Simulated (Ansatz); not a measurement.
Worked example: correlation energy of AsH2, doublet

Geometry: that of the AsH2⁻, triplet, kept fixed.

```yaml
atoms:
  - { symbol: As, position_ang: [0.0000, 0.0191, 0.0272] }
  - { symbol: H, position_ang: [0.0000, -1.5033, -0.1111] }
  - { symbol: H, position_ang: [0.0000, 0.0833, -1.9075] }
```

Basis aug-cc-pVTZ; Ansatz 0.2.0. Only valence electrons are correlated (noble-gas cores and the filled d shells of p-block atoms frozen), which leaves 7 electrons in 91 orbitals. R marks a restricted (for open shells ROHF) determinant, U an unrestricted one. No spin–orbit coupling is included, and no scalar relativity.

Full CI isn't at hand for all of this; UCCSDT(Q) serves as the reference, and is uncertain by about the last step of the cluster series.

Runs differ by some tens of microhartree through their thresholds and, for an open shell, their frozen cores, so steps under 0.03 kcal/mol mean nothing.

```json
{"level": "UHF", "total energy (hartree)": "-2235.349595"}
{"level": "UMP2", "total energy (hartree)": "-2235.478531"}
{"level": "UCCSD", "total energy (hartree)": "-2235.507725"}
{"level": "UCCSD(T)", "total energy (hartree)": "-2235.513743"}
{"level": "UCCSDT", "total energy (hartree)": "-2235.514792"}
{"level": "UCCSDT(Q)", "total energy (hartree)": "-2235.515040"}
```

What is the correlation energy at UCCSDT(Q), and what share of it do UMP2 and UCCSDT recover?

E(corr) = -2235.515040 − (-2235.349595) = -0.165445 hartree = -4.502 eV. UMP2: -0.128936 / -0.165445 = 77.93 %. UCCSDT: -0.165197 / -0.165445 = 99.85 %.

By how many kcal/mol does UCCSD(T) miss UCCSDT(Q) (1 hartree = 627.509 kcal/mol), and which steps make up the rest?

-2235.513743 − (-2235.515040) = 0.001297 hartree = 0.81 kcal/mol. Steps: UCCSDT − UCCSD(T) = -0.66, UCCSDT(Q) − UCCSDT = -0.16 kcal/mol. Differences between like states or geometries often cancel part of this.
